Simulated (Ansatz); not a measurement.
A displaced shape of singlet H2S:

```yaml
atoms:
  - { symbol: S, position_ang: [0.0441, -0.0234, -0.1015] }
  - { symbol: H, position_ang: [0.0250, 0.9945, 0.7955] }
  - { symbol: H, position_ang: [0.0350, -0.9931, 0.8606] }
```

It was optimised with PBE0/def2-SVP in Ansatz (development build ahead of 0.2.0) to forces under 0.001 eV/Å, with restricted orbitals. Each step stands on the lowest determinant of that kind that the program's search found.

Q: What shape does it relax to, and how does the optimisation go?

A:

```xyz
3

S     0.0442   -0.0267   -0.1054
H     0.0251    0.9733    0.7998
H     0.0349   -0.9686    0.8603
```

Bond lengths: S1–H2 1.349 Å, S1–H3 1.349 Å. Angles: H2–S1–H3 92.1°.

```csv
step,E − E(start) (eV),largest force (eV/Å)
1,0.0000,0.3922
2,-0.0061,0.1982
3,-0.0068,0.0271
4,-0.0069,0.0003
```

The optimisation ended after 4 steps with its threshold met.
